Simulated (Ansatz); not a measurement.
Process, species as SMILES: [N]=O (N-O) → N atom + O atom
B3LYP-D3(BJ)/def2-TZVP geometries, fixed; electronic energies without zero-point terms.

How fast the atomisation energy converges with the basis for several methods (Ansatz, a program for electronic structure): deviation from each method's own reference, in kcal/mol. References: CCSD(T) 151.60 kcal/mol, Hartree-Fock in aug-cc-pVQZ plus the correlation part extrapolated as X^-3 from aug-cc-pVTZ and aug-cc-pVQZ; HF 54.38 kcal/mol, the value in pcseg-4; MP2 160.38 kcal/mol, Hartree-Fock in aug-cc-pVQZ plus the correlation part extrapolated as X^-3 from aug-cc-pVTZ and aug-cc-pVQZ; PBE 172.30 kcal/mol, the value in aug-cc-pV5Z; PBE0 153.74 kcal/mol, the value in aug-cc-pV5Z; wB97M-V 155.13 kcal/mol, the value in aug-cc-pV5Z. All functions are spherical. In correlated methods cores are frozen. Open shells are unrestricted. No added dispersion term, no relativity. Functionals ending in -V hold VV10 correlation. 

```
basis              functions  CCSD(T)      HF     MP2     PBE    PBE0  wB97M-V
-----------------  ---------  -------  ------  ------  ------  ------  -------
pcseg-0                   18   -65.17  -56.63  -70.88  -38.31  -44.05   -43.50
pcseg-1                   28   -20.80   -5.65  -20.25   -4.12   -4.82    -4.53
6-311G**                  36   -16.92   -5.37  -18.88   -2.33   -3.40    -3.03
def2-SVPD                 43   -14.78   -0.35  -15.00    1.27    0.62     0.95
6-311+G**                 44   -16.82   -5.34  -18.59   -3.92   -4.29    -4.43
aug-cc-pVDZ               46   -18.82   -3.68  -17.96   -3.30   -3.37    -3.09
aug-pcseg-1               46   -16.99   -1.42  -15.63   -2.51   -2.21    -2.46
6-311++G(2d,2p)           54   -15.96   -3.18  -15.59   -2.51   -2.63    -2.74
6-311++G(3df,3pd)         78    -5.61    0.49   -5.59    0.30    0.37     0.40
aug-pcseg-2               92    -7.39   -0.31   -7.38   -0.54   -0.48    -0.50
def2-QZVPPD              129    -3.43   -0.34   -3.47   -0.39   -0.31    -0.30
aug-pcseg-3              170    -2.38    0.24   -2.34   -0.03    0.05     0.06
```

Mean absolute deviation over 6-311G**, 6-311+G**, 6-311++G(2d,2p), 6-311++G(3df,3pd), aug-pcseg-2: PBE 1.92, wB97M-V 2.22, PBE0 2.23, HF 2.94, CCSD(T) 12.54, MP2 13.21 kcal/mol.
